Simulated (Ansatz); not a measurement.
**PO (Phosphorus monoxide) at 5 levels**

Wanted: a comparison of 5 runs (U-wB97M-V/STO-3G, UB3LYP/STO-3G, UBHLYP/STO-3G, USVWN5/STO-3G, UCCSDT/STO-3G) of PO (Phosphorus monoxide). 

The results are computed with Ansatz 0.2.0.

36 further runs of the same task are left out: 5 that didn't finish, 31 set aside as unsound or not needed.

## (1) The molecule

PO: 2 atoms, total charge 0, spin state doublet. As SMILES, `O=[P]`. The P2–O1 distance was set to 3.685 Å, away from the relaxed value.

## (2) The energy at U-wB97M-V/STO-3G (run 1)

File input.yaml:

```yaml
crystal:
  periodic: [false, false, false]
  atoms:
    - {symbol: O, position_ang: [0.000000, -0.000000, -2.220460]}
    - {symbol: P, position_ang: [-0.000000, 0.000000, 1.464540]}
basis:
  gaussian:
    orbitals: STO-3G
magnetization:
  spin_polarized: true
  initial_magnetization: 1
accuracy: high
hamiltonian:
  xc: {name: wB97M-V}
```

Command:

```
ansatz run input.yaml --threads 1 --pin off --max-ram 3480MiB --events-out events.jsonl --progress --plain --runs-dir runs
```

The log of the run:

```text
Warning: RAYON_NUM_THREADS=1 ignored (pool sized by the plan → 1); use --threads N
Functional definition: wB97M-V
  name "wB97M-V"
  parameter omega = 0.3/bohr
  parameter cx = 0.15
  parameter cx01 = 1.007
  parameter cx10 = 0.259
  parameter css00 = 0.443
  parameter css04 = -1.437
  parameter css10 = -4.535
  parameter css20 = -3.390
  parameter css43 = 4.278
  parameter cos00 = 1.000
  parameter cos10 = 1.358
  parameter cos20 = 2.924
  parameter cos21 = -8.812
  parameter cos60 = -1.390
  parameter cos61 = 9.142
  parameter b = 6.0
  parameter c = 0.01
  gx(w, u) = 1 - cx + cx01*u + cx10*w
  gss(w, u) = css00 + css04*u^4 + css10*w + css20*w^2 + css43*w^4*u^3
  gos(w, u) = cos00 + cos10*w + (cos20 + cos21*u)*w^2 + (cos60 + cos61*u)*w^6
  exchange = spin_sum(e_x_unif_sr(omega)*gx(b97_w, b97_u_x)) + cx*exact_x_sr(omega) + exact_x_lr(omega)
  correlation = spin_sum(e_c_pw_mod_same_spin*gss(b97_w, b97_u_same))
      + integral(e_c_pw_mod_opposite_spin*gos(b97_w_opposite, b97_u_opposite)) + vv10(b, c)
204 factors; integrals over basis functions are off by at most 3.6e-9 eV
90 factors; integrals over basis functions are off by at most 1.8e-9 eV
mean field evaluation 1: about -11147.3785 eV, gradient 8.1e0 eV
mean field evaluation 2: about -11067.1608 eV, gradient 4.0e0 eV
mean field evaluation 4: about -11146.5740 eV, gradient 1.3e1 eV
mean field evaluation 8: about -11189.7992 eV, gradient 2.8e0 eV
mean field evaluation 16: about -11193.3044 eV, gradient 7.7e-3 eV
mean field evaluation 32: about -11193.3101 eV, gradient 1.9e-3 eV
mean field -11195.56809711 eV, -411.4295389401 hartree, gradient 8.2e-8 eV, S^2 2.748141; 2 other end points of the search recorded, 0 dependent functions left out
reference -11195.56809865 eV, -411.4295389969 hartree; 12, 11 occupied and 2, 3 virtual orbitals, 204 factors
Total energy: -11195.56809865 eV, -411.4295389969 hartree
```

It took 62 s on 1 thread of Intel Xeon Platinum 8488C (Sapphire Rapids), shared host; peak memory 0.33 GiB.

## (3) A single-point energy at UB3LYP/STO-3G (run 2)

Edit input.yaml of step 2 so:

```diff
@@ -11,4 +11,4 @@
   initial_magnetization: 1
+hamiltonian:
+  xc: {name: B3LYP}
 accuracy: high
-hamiltonian:
-  xc: {name: wB97M-V}
```

Command:

```
ansatz run input.yaml --threads 1 --pin off --max-ram 3480MiB --events-out events.jsonl --progress --plain --runs-dir runs
```

The log of the run:

```text
Warning: RAYON_NUM_THREADS=1 ignored (pool sized by the plan → 1); use --threads N
Functional definition: B3LYP
  name "B3LYP"
  parameter a0 = 0.2
  parameter ax = 0.72
  parameter ac = 0.81
  exchange = (1 - a0 - ax)*slater_x + ax*b88_x + a0*exact_x
  correlation = (1 - ac)*vwn_rpa_c + ac*lyp_c
204 factors; integrals over basis functions are off by at most 3.6e-9 eV
mean field evaluation 1: about -11146.1703 eV, gradient 8.9e0 eV
mean field evaluation 2: about -11065.4103 eV, gradient 3.9e0 eV
mean field evaluation 4: about -11144.8132 eV, gradient 1.6e1 eV
mean field evaluation 8: about -11188.8359 eV, gradient 4.3e0 eV
mean field evaluation 16: about -11193.6288 eV, gradient 5.5e-4 eV
mean field evaluation 32: about -11194.5882 eV, gradient 6.9e-2 eV
mean field -11194.59330033 eV, -411.3937158191 hartree, gradient 2.7e-8 eV, S^2 2.744789; 2 other end points of the search recorded, 0 dependent functions left out
reference -11194.59332148 eV, -411.3937165967 hartree; 12, 11 occupied and 2, 3 virtual orbitals, 204 factors
Total energy: -11194.59332148 eV, -411.3937165967 hartree
```

Run time: 2.2 s. Hardware: 1 thread of Intel Xeon Platinum 8488C (Sapphire Rapids), shared host; peak memory 0.12 GiB.

Runs 3 to 4 aren't shown in full; the table further down has their settings and results.

## (4) A single-point energy at UCCSDT/STO-3G (run 5)

File run.yaml:

```yaml
basis:
  gaussian: {orbitals: STO-3G}
crystal:
  periodic: [false, false, false]
  atoms:
    - {symbol: O, position_ang: [0.000000, -0.000000, -2.220460]}
    - {symbol: P, position_ang: [-0.000000, 0.000000, 1.464540]}
scf: {omitted_lower_state_checks: [cluster_reference, increment]}
magnetization: {spin_polarized: true, initial_magnetization: 1}
accuracy: high
correlation: {method: ccsdt, frozen_orbitals: {O: 1, P: 5}}
```

Command:

```
ansatz run run.yaml --threads 1 --pin off --max-ram 3480MiB --events-out events.jsonl --progress --plain --runs-dir runs
```

The log of the run:

```text
Warning: RAYON_NUM_THREADS=1 ignored (pool sized by the plan → 1); use --threads N
[... 16 lines left out ...]
6 core orbitals not correlated: weight in the atoms' cores, before any rotation towards them, 1.000 or more for the frozen orbitals, at most 0.000 for the correlated occupied ones
[... 98 lines left out ...]
Total energy: -11174.98221821 eV, -410.6730218442 hartree
Checks for a lower state left out: cluster_reference, increment
```

It took 1.2 s on 1 thread of Intel Xeon Platinum 8488C (Sapphire Rapids), shared host.

## (5) Overview of the runs

| run | level | frozen core orbitals | energy (Eh) | ⟨S²⟩ | wall time |
| --- | --- | --- | --- | --- | --- |
| 1 | U-wB97M-V/STO-3G | – | -411.429539 | 2.748 | 62 s |
| 2 | UB3LYP/STO-3G | – | -411.393717 | 2.745 | 2.2 s |
| 3 | UBHLYP/STO-3G | – | -411.414865 | 2.749 | 4.5 s |
| 4 | USVWN5/STO-3G | – | -409.499386 | 2.713 | 1.1 s |
| 5 | UCCSDT/STO-3G | 6 | -410.673022 | 2.750 | 1.2 s |

## (6) What came out

```
                                          quantity          value
                               run 5: total energy  -410.67302 Eh
run 5: correlation energy (6 core orbitals frozen)        0.0 mEh
          run 5: ⟨S²⟩ of the reference determinant          2.750
                              run 5: T1 diagnostic          0.001
```

Totals of different functionals can't be ranked against each other. In runs 1, 2, 3, 4, 5 the basis is minimal, so the values are rough. Spin contamination of the reference: run 5 ⟨S²⟩ = 2.75, run 3 ⟨S²⟩ = 2.75, run 1 ⟨S²⟩ = 2.75, run 2 ⟨S²⟩ = 2.74, run 4 ⟨S²⟩ = 2.71. Where it is this large, the reference is a mixture of spin states, and values that rest on it are in doubt. All runs together took 71 s, the longest 62 s.
